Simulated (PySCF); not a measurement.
Species: CCl3F.
Cartesian coordinates in Å at the PBE0-D3(BJ)/def2-TZVP level; atoms count from 1:
```
atom  x, y, z in Å
F1     0.0670   -0.1519    1.3850
C2     0.0097   -0.0142    0.0606
Cl3   -0.4614    1.6411   -0.3075
Cl4    1.6001   -0.3623   -0.6075
Cl5   -1.1818   -1.1467   -0.5684
```

Computed with PySCF at wB97X-D/pcSseg-2, non-relativistic, on one gas-phase PBE0-D3(BJ)/def2-TZVP geometry that isn't relaxed in the solvent. The solvent is an IEF-PCM continuum (Bondi radii, 1.10 Å for H, scaled by 1.2). Only the electrostatic response of the medium enters.

Gas phase at wB97X-D/pcSseg-2: HOMO -11.10 eV, LUMO 0.64 eV, dipole 0.37 D.

**Question.** What does the continuum do to the energy, the frontier levels and the dipole at wB97X-D/pcSseg-2 in chloroform?

**Answer.** 
| solvent | ε | E(solvent) − E(gas) (kcal/mol) | polarisation term (kcal/mol) | distortion of the solute (kcal/mol) | HOMO (eV) | LUMO (eV) | dipole (D) |
| --- | --- | --- | --- | --- | --- | --- | --- |
| chloroform | 4.711 | -0.57 | -0.58 | 0.01 | -11.02 | 0.74 | 0.42 |

The polarisation term is half the interaction of the solute with the surface charges that it induces; the rest is the cost of distorting the solute's density. The sum is the electrostatic part of solvation alone.

Note: wB97X-D ran without an empirical dispersion term, which enters the total energy and its gradient alone.
